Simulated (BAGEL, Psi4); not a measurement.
# A ladder of methods for CCl3F (trichlorofluoromethane)

CCl3F: 5 atoms, total charge 0, spin state singlet. SMILES: `FC(Cl)(Cl)Cl`. The coordinates come from a PBE0-D4/def2-TZVP relaxation.

Each level gives the dipole moment (D). The values are calculated.

**The experiment to reproduce.** NIST CCCBDB gives the dipole moment of the gas as 0.45 D.

```
                                                            level                    kind  program  value (D)  computed − measured  CPU time
HF/6-31G* (density fitting with qzvpp-jkfit, spherical functions)            Hartree–Fock    BAGEL       0.47                +0.02     1.8 s
                                BLYP/6-31G* (spherical functions)                     GGA     Psi4       0.10                -0.35      33 s
                                TPSS/6-31G* (spherical functions)                meta-GGA     Psi4       0.13                -0.32      72 s
                              r2SCAN/6-31G* (spherical functions)                meta-GGA     Psi4       0.16                -0.29      47 s
                               B3LYP/6-31G* (spherical functions)           global hybrid     Psi4       0.22                -0.23      25 s
                                PBE0/6-31G* (spherical functions)           global hybrid     Psi4       0.23                -0.22      18 s
                               TPSSh/6-31G* (spherical functions)         hybrid meta-GGA     Psi4       0.18                -0.27      72 s
                             wB97M-V/6-31G* (spherical functions)  range-separated hybrid     Psi4       0.23                -0.22     2 min
```

Nearest: HF/6-31G* (density fitting with qzvpp-jkfit, spherical functions) (+0.02 D); farthest: BLYP/6-31G* (spherical functions) (-0.35 D). The measured dipole is a vibrational average, so differences of a few hundredths of a debye mean little. Computed less measured by kind, in D (of the ab initio rows, those in 6-31G*): Hartree–Fock +0.02; GGA -0.35; meta-GGA -0.32 to -0.29; global hybrid -0.27 to -0.22; range-separated hybrid -0.22. Magnitudes only. Times are those of the runs behind each value, whatever else they computed, on shared processors of several kinds: orders of magnitude only.
